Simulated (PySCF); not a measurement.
Process, species as SMILES: CCN → CC[NH-] + H+
B3LYP-D3(BJ)/def2-TZVP geometries, fixed; electronic energies without zero-point terms.

Effect of the SCF energy threshold at B3LYP/aug-cc-pVTZ with PySCF, against the last row, where the deprotonation energy is 405.37 kcal/mol. Species with rotatable bonds are taken in one conformer. The proton leaves the site shown, which need not be the most acidic.

```csv
setting,"SCF cycles, largest species",largest shift of a total energy (mEh),shift of the deprotonation energy (kcal/mol)
conv_tol: 1e-4,6,0.119,0.075
conv_tol: 1e-5,6,0.000,0.000
conv_tol: 1e-6,7,0.000,0.000
conv_tol: 1e-7,8,0.000,0.000
conv_tol: 1e-11,10,0.000,0.000
```

Within 0.05 kcal/mol in the deprotonation energy: conv_tol: 1e-5; conv_tol: 1e-6; conv_tol: 1e-7. The largest shift is 0.119 mEh in a total energy and 0.075 kcal/mol in the difference.
